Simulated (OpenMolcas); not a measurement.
## Worked example: vertical ionisation energy of B2 (SMILES B#B)

B2: 2 atoms, total charge 0, spin state triplet. As SMILES, `B#B`. The shape is that of a GFN2-xTB optimisation.

```xyz
2

B     0.0000    0.0000    0.0000
B     0.0000    0.0000    1.4051
```

Both states at this one shape; open shells run unrestricted unless said. 1 Eh = 27.2114 eV.

| level | program | triplet B2 (Eh) | doublet [B2]+ (Eh) |
| --- | --- | --- | --- |
| ROHF/pcseg-0 | OpenMolcas | -48.914880 | -48.552586 |
| UB3LYP/3-21G | OpenMolcas | -49.100258 | -48.711265 |
| UPBE0/3-21G | OpenMolcas | -49.018375 | -48.625074 |

**Question.** Work out the vertical ionisation energy at each level.

**Answer.** 
1. ROHF/pcseg-0: -48.552586 − (-48.914880) = 0.362294 Eh = 9.86 eV.
2. UB3LYP/3-21G: -48.711265 − (-49.100258) = 0.388993 Eh = 10.59 eV.
3. UPBE0/3-21G: -48.625074 − (-49.018375) = 0.393301 Eh = 10.70 eV.

No measured value is set beside it here; the levels span 9.86 to 10.70 eV.
